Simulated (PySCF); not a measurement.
# How methods differ on the ionisation energy of F

F [He] 2s2 2p5 (2P) → F⁺ [He] 2s2 2p4 (3P), as a difference of total energies. All numbers are calculated (PySCF 2.14, the non-relativistic Hamiltonian (point nucleus), in aug-cc-pVQZ). Correlated levels: valence: 1s2 frozen. The calculations carry no spin-orbit coupling.

```csv
method,ionisation energy (eV),error (eV)
UHF,15.653,-1.774
MP2 (valence),17.395,-0.032
SCS-MP2 (valence),17.401,-0.026
CCSD (valence),17.282,-0.145
CCSD(T) (valence),17.346,-0.081
```

Reference: 17.427 eV (measured; NIST levels, between the centres of gravity of the two terms).

Errors of the correlated levels include the incompleteness of this basis and the frozen core.
